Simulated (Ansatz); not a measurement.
Compare A (`CC=C=CN`) with its isomer B (`CCC1=NC1`).

Computed with Ansatz on PBE0-D4/def2-TZVP structures; ΔE is electronic, products minus reactants. CCSD(T)/CBS is the MP2 limit (def2-TZVPP, def2-QZVPP) plus CCSD(T) − MP2 in def2-TZVPP, frozen cores. Functionals use def2-TZVPP. B3LYP here is the variant with VWN-RPA as its local correlation; programs differ in this. One conformer a species, not always the lowest.

A:

```xyz
12

C     0.199   -1.977   -0.783
C     0.723   -0.937    0.159
C     0.103    0.160    0.492
C    -0.488    1.264    0.868
N    -0.306    2.537    0.316
H     0.881   -2.114   -1.629
H     0.117   -2.947   -0.282
H    -0.783   -1.703   -1.169
H     1.704   -1.136    0.594
H    -1.143    1.245    1.736
H    -1.154    3.084    0.285
H     0.145    2.522   -0.587
```

B:

```xyz
12

C     0.2566   -1.0649    1.1694
C    -0.6715   -0.7301    0.0073
C    -0.1460    0.3697   -0.8168
N     0.1681    0.6494   -1.9913
C     0.3538    1.7222   -0.9220
H     0.4204   -0.1915    1.8036
H     1.2283   -1.4073    0.8083
H    -0.1743   -1.8561    1.7848
H    -0.8356   -1.5998   -0.6346
H    -1.6479   -0.4186    0.3954
H     1.3784    1.9601   -0.6472
H    -0.3302    2.5666   -0.9569
```

**Question.** Which isomer does CCSD(T)/CBS put lower? Give the gap. (Estimate.)

**Answer.** Computed: A, by 14.8 kJ/mol.

**Question.** Give E(B) − E(A) in kJ/mol with HF/def2-TZVPP, B3LYP-D4, CCSD/def2-TZVPP, CCSD(T)/def2-SVP, B2PLYP, MP2/def2-TZVPP, BLYP-D4. (Estimate.)

**Answer.** The calculation gave: HF/def2-TZVPP 19.9, B3LYP-D4 31.8, CCSD/def2-TZVPP 9.8, CCSD(T)/def2-SVP -3.6, B2PLYP 21.2, MP2/def2-TZVPP -0.2, BLYP-D4 37.0. The order is the other way round with CCSD(T)/def2-SVP.

**Question.** Does the order hold for the free energy at 298.15 K (harmonic terms from PBE0-D4)? (Best estimate.)

**Answer.** Computed: Yes: G(B) − G(A) = +16.4 kJ/mol, for one conformer each.

Largest T1 diagnostic: 0.012.

From BLYP to BHLYP (50 % exact exchange), in def2-TZVPP and without D4, E(B) − E(A) moves by −12.0 kJ/mol. At CCSD(T), def2-SVP lies −18.4 kJ/mol from the extrapolated value and def2-TZVPP −5.5 kJ/mol.
